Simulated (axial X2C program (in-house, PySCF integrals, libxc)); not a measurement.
Correcting the dissociation energy of PO for spin–orbit coupling

A spin-free PBE0 curve (one-electron X2C) was computed with an axial X2C code built on PySCF integrals, basis P dyall-v3z [8s7p2d1f], O dyall-av3z [7s6p3d2f] (cores contracted in-house), for the state M_S = 1/2, Λ = 1 (beyond evenly filled blocks: π+α). It gives D0 = 5.730 eV to P + O, which in a spin-free picture are the weighted means of the ground terms.

Measured levels of the ground terms (NIST Handbook of Basic Atomic Spectroscopic Data), in cm⁻¹: P 4S: J = 3/2 at 0; O 3P: J = 2 at 0, J = 1 at 158.3, J = 0 at 227.

The two components of the molecular doublet are 233 cm⁻¹ apart in the PBE0 2c search (Ω = 1/2 lower), so the lower one lies 116 cm⁻¹ under their mean.

Problem. How far does each ground level lie under the (2J+1)-weighted mean of its term?

Solution. P: a single level, 0; O: (5 × 0 + 3 × 158.3 + 1 × 227)/9 = 78 cm⁻¹.

Problem. Correct D0.

Solution. D0 = 5.730 + (116 − 78)/8065.5 = 5.735 eV at PBE0 with these spin–orbit terms.

Second-order spin–orbit effects in the molecule, which grow quickly with Z, are left out. The state is a single determinant with fixed occupations, the lowest that a limited PBE0 search found. De is counted from the lowest determinant-based energies of the atoms at the same level, without counterpoise correction. The functionals have no current-density term, which raises determinants with orbital currents, atoms included.
